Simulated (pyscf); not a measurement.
Single points on ωB97X-D3(BJ)/def2-SVP structures (PySCF, gas phase).

**Question.** How much does it cost (ΔH, 298 K, ωB97M-D3(BJ)/def2-TZVP) to split F–WH(F)(F)(F)–SH at its H–W bond into [F–W(F)(F)(F)–SH]• + H•?

**Answer.** H–W to [F–W(F)(F)(F)–SH]• + H•: 40.7 kcal/mol. The 7 functionals that were run give +37.5 (M06-2X) to +46.5 kcal/mol (PBE). The radicals are drawn with the spin at the cut bond; how far it spreads was not checked. Other isomers of [F–W(F)(F)(F)–SH]• were not searched in full and may lie lower. Open-shell species with a d-block atom are single-reference here; other states, and whether the spin sits on metal or ligand, were not checked. Elements past Kr carry the def2 core potentials, without spin-orbit coupling.
